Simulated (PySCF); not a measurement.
PySCF input (HF/def2-TZVPD):

```python
from pyscf import gto, scf, dft

mol = gto.M(
    atom='''
    H     0.00176448    0.04465142    2.06832619
    N     0.00115828    0.04699724    1.06365633
    C     0.01248627    1.17970021    0.27461977
    C    -0.01104728   -1.07509778    0.27835848
    C     0.00689995    0.72175500   -1.00967507
    C    -0.00779897   -0.68423451   -1.04633232
    H     0.02307408    2.16873903    0.69529824
    H    -0.02106132   -2.06057777    0.71251336
    H    -0.01512498   -1.33453082   -1.90355730
    ''',
    basis='def2-tzvpd',
    charge=0,
    spin=1,
    verbose=4,
)

mf = scf.UHF(mol).density_fit(auxbasis='def2-universal-jkfit')
mf.conv_tol = 1e-9
mf.max_cycle = 100
mf.max_memory = 1500
mf.kernel()
if not mf.converged:
    mf = mf.newton()
    mf.kernel(mf.make_rdm1())
for _ in range(2):
    mo, _, stable, _ = mf.stability(return_status=True)
    if stable:
        break
    mf.kernel(mf.make_rdm1(mo, mf.mo_occ))
mf.analyze()
```

Output:

```
PySCF version 2.14.0

[INPUT] verbose = 4
[INPUT] num. atoms = 9
[INPUT] num. electrons = 35
[INPUT] charge = 0
[INPUT] spin (= nelec alpha-beta = 2S) = 1
[INPUT] symmetry False subgroup None
[INPUT] Mole.unit = angstrom
[INPUT] Symbol           X                Y                Z      unit          X                Y                Z       unit  Magmom
[INPUT]  1 H      0.001764480000   0.044651420000   2.068326190000 AA    0.003334383952   0.084378954873   3.908570035365 Bohr   0.0
[INPUT]  2 N      0.001158280000   0.046997240000   1.063656330000 AA    0.002188831976   0.088811912210   2.010019154360 Bohr   0.0
[INPUT]  3 C      0.012486270000   1.179700210000   0.274619770000 AA    0.023595630617   2.229310305992   0.518956153691 Bohr   0.0
[INPUT]  4 C     -0.011047280000  -1.075097780000   0.278358480000 AA   -0.020876333621  -2.031640361328   0.526021291650 Bohr   0.0
[INPUT]  5 C      0.006899950000   0.721755000000  -1.009675070000 AA    0.013039015773   1.363919279035  -1.908009357101 Bohr   0.0
[INPUT]  6 C     -0.007798970000  -0.684234510000  -1.046332320000 AA   -0.014737917354  -1.293015828876  -1.977281520081 Bohr   0.0
[INPUT]  7 H      0.023074080000   2.168739030000   0.695298240000 AA    0.043603691776   4.098322802355   1.313923248492 Bohr   0.0
[INPUT]  8 H     -0.021061320000  -2.060577770000   0.712513360000 AA   -0.039800126622  -3.893927643667   1.346455110494 Bohr   0.0
[INPUT]  9 H     -0.015124980000  -1.334530820000  -1.903557300000 AA   -0.028582069840  -2.521897754591  -3.597201959417 Bohr   0.0

nuclear repulsion = 152.816574034793
number of shells = 85
number of NR pGTOs = 304
number of NR cGTOs = 221
basis = def2-tzvpd
ecp = {}

******** <class 'pyscf.df.df_jk.DFUHF'> ********
method = DFUHF
initial guess = minao
damping factor = 0
level_shift factor = 0
DIIS = <class 'pyscf.scf.diis.CDIIS'>
diis_start_cycle = 1
diis_space = 8
diis_damp = 0
SCF conv_tol = 1e-09
SCF conv_tol_grad = None
SCF max_cycles = 100
direct_scf = False
number electrons alpha = 18  beta = 17
Set gradient conv threshold to 3.16228e-05
******** <class 'pyscf.df.df.DF'> ********
auxbasis = def2-universal-jkfit
init E= -209.69794653022
  alpha nocc = 18  HOMO = -0.167002415189158  LUMO = 0.0624152795487735
  beta  nocc = 17  HOMO = -0.183569925463044  LUMO = -0.167002415189158

WARN: HOMO -0.167002415189158 >= LUMO -0.167002415189158

cycle= 1 E= -208.144536700332  delta_E= 1.55  |g|= 0.309  |ddm|= 2.07
  alpha nocc = 18  HOMO = -0.337053297338628  LUMO = 0.0628996679521542
  beta  nocc = 17  HOMO = -0.33036960948229  LUMO = 0.0411777737109572
  HOMO = -0.330369609482  LUMO = 0.041177773711  gap/eV = 10.11032
cycle= 2 E= -208.214400865971  delta_E= -0.0699  |g|= 0.142  |ddm|= 1.02
  alpha nocc = 18  HOMO = -0.306618749099201  LUMO = 0.0704798572608806
  beta  nocc = 17  HOMO = -0.30056867471729  LUMO = 0.054595055828144
  HOMO = -0.300568674717  LUMO = 0.0545950558281  gap/eV = 9.66450
cycle= 3 E= -208.225548598442  delta_E= -0.0111  |g|= 0.0712  |ddm|= 0.326
  alpha nocc = 18  HOMO = -0.305933150440111  LUMO = 0.0705872156053274
[...]
  beta  nocc = 17  HOMO = -0.310716772746453  LUMO = 0.0654601589591371
  HOMO = -0.307797241817  LUMO = 0.0654601589591  gap/eV = 10.15685
Extra cycle  E= -208.233087344027  delta_E= -3.18e-11  |g|= 3.03e-06  |ddm|= 1.02e-05
converged SCF energy = -208.233087344027  <S^2> = 0.96170467  2S+1 = 2.2015492
uhf_internal: lowest eigs of H = [0.09781963 0.22539473 0.28098893]
<class 'pyscf.df.df_jk.DFUHF'> wavefunction is stable in the internal stability analysis
**** SCF Summaries ****
Total Energy =                        -208.233087344027240
Nuclear Repulsion Energy =             152.816574034793121
One-electron Energy =                 -583.446633345470445
Two-electron Energy =                  222.396971966650085
Two-electron Coulomb Energy =          251.223121156902778
DFT Exchange-Correlation Energy =      -28.826149190252693
HOMO-LUMO gap [eV] =                    10.156851217343227
**** MO energy ****
                             alpha | beta                alpha | beta
MO #1   energy= -15.6049618859234  | -15.6037932383738  occ= 1 | 1
MO #2   energy= -11.2625600278689  | -11.2560099634778  occ= 1 | 1
MO #3   energy= -11.2474586419904  | -11.2539339602794  occ= 1 | 1
MO #4   energy= -11.245251932854   | -11.2198586776748  occ= 1 | 1
MO #5   energy= -11.2131597186749  | -11.2097660678464  occ= 1 | 1
MO #6   energy= -1.29763470494652  | -1.28935776145706  occ= 1 | 1
MO #7   energy= -1.05767370525341  | -1.0313473480524   occ= 1 | 1
MO #8   energy= -0.984232452352295 | -0.973689369410046 occ= 1 | 1
MO #9   energy= -0.795396798642699 | -0.791119191716447 occ= 1 | 1
MO #10  energy= -0.758649556523909 | -0.743685728109888 occ= 1 | 1
MO #11  energy= -0.738626966086425 | -0.697809929721494 occ= 1 | 1
MO #12  energy= -0.595527145677208 | -0.588244709322889 occ= 1 | 1
MO #13  energy= -0.584874799662927 | -0.578867278752264 occ= 1 | 1
MO #14  energy= -0.574669735275604 | -0.573661513205579 occ= 1 | 1
MO #15  energy= -0.555817923882566 | -0.540294578911349 occ= 1 | 1
MO #16  energy= -0.438410300278449 | -0.354559428866303 occ= 1 | 1
MO #17  energy= -0.373269251850672 | -0.310716772746453 occ= 1 | 1
MO #18  energy= -0.30779724181707  | 0.0654601589591371 occ= 1 | 0
MO #19  energy= 0.069384151193699  | 0.0705653545676226 occ= 0 | 0
MO #20  energy= 0.0921668892333434 | 0.0921561748020799 occ= 0 | 0
MO #21  energy= 0.0939178315700135 | 0.10889363237953   occ= 0 | 0
MO #22  energy= 0.115553296444437  | 0.125021433080433  occ= 0 | 0
MO #23  energy= 0.124641315483857  | 0.152467749221902  occ= 0 | 0
MO #24  energy= 0.158434534300126  | 0.158846885440685  occ= 0 | 0
MO #25  energy= 0.162871418073075  | 0.164193618855663  occ= 0 | 0
MO #26  energy= 0.190506734323113  | 0.195037780078769  occ= 0 | 0
MO #27  energy= 0.198511740870339  | 0.207301112599178  occ= 0 | 0
MO #28  energy= 0.204891474798005  | 0.216008280759112  occ= 0 | 0
MO #29  energy= 0.213402499015144  | 0.216425072079591  occ= 0 | 0
MO #30  energy= 0.221753174962626  | 0.222440116221338  occ= 0 | 0
MO #31  energy= 0.233805869961835  | 0.232313545722549  occ= 0 | 0
MO #32  energy= 0.242121038792298  | 0.244209851586727  occ= 0 | 0
MO #33  energy= 0.245939127748483  | 0.246254530809833  occ= 0 | 0
MO #34  energy= 0.280940180215792  | 0.284932528528281  occ= 0 | 0
MO #35  energy= 0.285417749819424  | 0.287734856696385  occ= 0 | 0
MO #36  energy= 0.295697022008376  | 0.298601366388583  occ= 0 | 0
MO #37  energy= 0.317999249872027  | 0.320780364797018  occ= 0 | 0
MO #38  energy= 0.327394825669842  | 0.328259235344405  occ= 0 | 0
MO #39  energy= 0.327484961786663  | 0.33522437362765   occ= 0 | 0
MO #40  energy= 0.333003170890032  | 0.344469250891042  occ= 0 | 0
MO #41  energy= 0.342557669919823  | 0.348325240569219  occ= 0 | 0
MO #42  energy= 0.34712696070612   | 0.356732217155052  occ= 0 | 0
MO #43  energy= 0.358042516530265  | 0.366845346381584  occ= 0 | 0
MO #44  energy= 0.366067641909801  | 0.367643371072907  occ= 0 | 0
MO #45  energy= 0.378516334858461  | 0.380085301553475  occ= 0 | 0
MO #46  energy= 0.385419357628349  | 0.387693194645888  occ= 0 | 0
MO #47  energy= 0.387589352817026  | 0.392155570526824  occ= 0 | 0
MO #48  energy= 0.397329964937013  | 0.397468945993387  occ= 0 | 0
MO #49  energy= 0.417348831551578  | 0.417476511656789  occ= 0 | 0
MO #50  energy= 0.43252721496987   | 0.434203028057386  occ= 0 | 0
MO #51  energy= 0.436145556969575  | 0.435501229244273  occ= 0 | 0
MO #52  energy= 0.441657216148869  | 0.443639666703623  occ= 0 | 0
MO #53  energy= 0.4507341970346    | 0.45330207285165   occ= 0 | 0
MO #54  energy= 0.461503508788487  | 0.463073128828218  occ= 0 | 0
MO #55  energy= 0.46734566603044   | 0.474184662329681  occ= 0 | 0
MO #56  energy= 0.479420582542157  | 0.489326652291151  occ= 0 | 0
MO #57  energy= 0.496053652097689  | 0.501208203646344  occ= 0 | 0
MO #58  energy= 0.501188259385322  | 0.510122051589941  occ= 0 | 0
MO #59  energy= 0.511360497725934  | 0.514497281405489  occ= 0 | 0
MO #60  energy= 0.532143102783379  | 0.535779918961213  occ= 0 | 0
MO #61  energy= 0.555726152054205  | 0.556121143234039  occ= 0 | 0
MO #62  energy= 0.565589107108633  | 0.573096500663084  occ= 0 | 0
MO #63  energy= 0.581023052926368  | 0.586591416413139  occ= 0 | 0
MO #64  energy= 0.587167736442223  | 0.591041805871679  occ= 0 | 0
MO #65  energy= 0.599258959084986  | 0.593734371361876  occ= 0 | 0
MO #66  energy= 0.606454999582289  | 0.608221138756447  occ= 0 | 0
MO #67  energy= 0.617183270988608  | 0.621095780189596  occ= 0 | 0
MO #68  energy= 0.633195723403465  | 0.639645319445053  occ= 0 | 0
MO #69  energy= 0.658028273863833  | 0.661465139948299  occ= 0 | 0
MO #70  energy= 0.660189841987083  | 0.662578599306632  occ= 0 | 0
MO #71  energy= 0.677407799250915  | 0.692475577900879  occ= 0 | 0
MO #72  energy= 0.691653019031855  | 0.702988507483807  occ= 0 | 0
MO #73  energy= 0.700172555836897  | 0.703430584773672  occ= 0 | 0
MO #74  energy= 0.712581557657501  | 0.715843636583873  occ= 0 | 0
MO #75  energy= 0.720167977735316  | 0.726113485716001  occ= 0 | 0
MO #76  energy= 0.763585512046053  | 0.764662911427442  occ= 0 | 0
MO #77  energy= 0.769777222747374  | 0.767575440079067  occ= 0 | 0
MO #78  energy= 0.777899482879537  | 0.784991369418715  occ= 0 | 0
MO #79  energy= 0.795495459329444  | 0.801072516044103  occ= 0 | 0
MO #80  energy= 0.82670765560192   | 0.834220985866376  occ= 0 | 0
MO #81  energy= 0.833233581195761  | 0.83655522347182   occ= 0 | 0
MO #82  energy= 0.848465509019476  | 0.858660311482193  occ= 0 | 0
MO #83  energy= 0.85516256034716   | 0.87383731510719   occ= 0 | 0
MO #84  energy= 0.873484827097877  | 0.877584485382586  occ= 0 | 0
MO #85  energy= 0.876301087602763  | 0.880147433614435  occ= 0 | 0
MO #86  energy= 0.878613797704775  | 0.88748862730879   occ= 0 | 0
MO #87  energy= 0.890390949657665  | 0.89458835229112   occ= 0 | 0
MO #88  energy= 0.944691952238776  | 0.957492795548586  occ= 0 | 0
MO #89  energy= 0.967300174569517  | 0.980035010381415  occ= 0 | 0
MO #90  energy= 0.984194110546324  | 0.990446342886101  occ= 0 | 0
MO #91  energy= 1.00502715035091   | 1.01352406974107   occ= 0 | 0
MO #92  energy= 1.00855547411637   | 1.01470172293592   occ= 0 | 0
MO #93  energy= 1.02607585906291   | 1.03493061067485   occ= 0 | 0
MO #94  energy= 1.07622575541913   | 1.08387116976393   occ= 0 | 0
MO #95  energy= 1.1140547387977    | 1.11640533581797   occ= 0 | 0
MO #96  energy= 1.12650954828049   | 1.12707848443297   occ= 0 | 0
MO #97  energy= 1.1684751716416    | 1.17852405546736   occ= 0 | 0
MO #98  energy= 1.18368769438259   | 1.19150303434162   occ= 0 | 0
MO #99  energy= 1.21576217112941   | 1.22941857835866   occ= 0 | 0
MO #100 energy= 1.24900996835861   | 1.25765426900953   occ= 0 | 0
MO #101 energy= 1.25702100431213   | 1.26694772548677   occ= 0 | 0
MO #102 energy= 1.35738322596516   | 1.35940849033263   occ= 0 | 0
MO #103 energy= 1.36625184609682   | 1.37173586431132   occ= 0 | 0
MO #104 energy= 1.40339018662594   | 1.41244055096812   occ= 0 | 0
[...]
```

It need not be the lowest isomer of its formula.

The determinant is spin-contaminated: <S^2> is 0.96 against 0.75 for a pure state.
